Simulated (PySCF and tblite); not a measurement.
The numbers below are computed, except where a source is named.
System: C4H5ClS, numbered as in [CH2:1]=[C:2]([Cl:3])[C:4]([CH3:5])=[S:6].

Level: PBE0/pcSseg-1 + D3(BJ) on B3LYP-D3(BJ)/def2-SVP stationary points, with GFN2-xTB thermal terms. Rate constants are transition-state-theory values, counting equivalent paths, without tunnelling. (PySCF 2.14 with density fitting, tblite 0.8.)

(1) How high is the barrier to the rotation about the C2–C4 bond (torsion C1–C2–C4–C5 from -180° to 0°, rising), through which structure does it pass, and what rate follows at 298 K?

Results:

(1) The electronic barrier is 4.4 kcal/mol and ΔG‡(298 K) 4.3 kcal/mol, over a C1 saddle with an imaginary mode of 50i cm⁻¹ (GFN2-xTB). With 2 equivalent paths, k is 8×10⁹ s⁻¹, a mean lifetime of the start of 120 ps against this motion. The end lies 0.9 kcal/mol above the start in free energy.
